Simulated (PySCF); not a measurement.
# Property card for ethenethione (`C=C=S`)

Ethenethione, C2H2S.
Numbering: `[CH2:1]=[C:2]=[S:3]` (hydrogens: H4, H5 on C1)

Structure used (GFN2-xTB), in Å, numbered top down from 1:
```xyz
5
C2H2S angstrom
C     -0.6004    0.0136    0.0264
C      0.6907   -0.0138   -0.0393
S      2.2448   -0.0474   -0.1146
H     -1.1414    0.9396    0.1158
H     -1.1852   -0.8892   -0.0053
```

From GFN2-xTB geometry:

- Point group of the GFN2-xTB geometry: C2v
- Rotational constants A, B, C of the GFN2-xTB geometry: 298.388, 5.716, 5.609 GHz

B3LYP/def2-SVPD ground state and vertical TDDFT (core frozen in the response) (PySCF):

- Dipole moment: 1.18 D
- HOMO energy: -6.47 eV
- LUMO energy: -2.43 eV
- HOMO–LUMO gap: 4.04 eV
- Lowest singlet excitation: 2.59 eV (479 nm, f = 0.000)
- Strongest line among the 8 lowest singlet transitions: S6 at 6.86 eV (181 nm, f = 0.614)
- Lowest triplet excitation (Tamm–Dancoff): 2.26 eV
- Static isotropic polarisability: 47.3 au
- Electronic spatial extent ⟨r²⟩ about the centre of nuclear charge: 238 bohr²

**PBE0/pcSseg-1 ground state and GIAO shieldings, non-relativistic (PySCF)**

- Lowest Hirshfeld atomic charge: -0.14 e on C1
- Highest Hirshfeld atomic charge: +0.07 e on H4/H5
- 13C chemical shifts (computed TMS as zero) by class: 263.4 (C2), 50.9 (C1) ppm
- 1H chemical shifts (computed TMS as zero) by class: 4.30 (H4/H5) ppm
- Isotropic shieldings of nuclei other than C and H, by class: 182 (S3) ppm
- Mayer bond orders between heavy atoms: C1–C2 1.90, C2–S3 1.92

Monoisotopic mass from the formula: 57.9877 u.

The vertical singlet–triplet gap S1 − T1 is 0.33 eV (TDDFT singlet less Tamm–Dancoff triplet; S1: HOMO→LUMO, weight 1.00; T1: HOMO→LUMO, weight 1.00). S1 lies 1.45 eV below the HOMO–LUMO gap; its leading configuration is HOMO→LUMO, weight 1.00. The largest Löwdin shares of the HOMO are 0.46 on S3, 0.27 on C1 and 0.22 on C2. The largest Löwdin shares of the LUMO are 0.41 on S3, 0.39 on C2 and 0.11 on C1.

Geometry: GFN2-xTB; no solvent, vibrations or thermal averaging.

For the NMR shielding job (PBE0/pcSseg-1), on an Arm Neoverse V1 with one thread (shared host), this took 2.8 s wall.
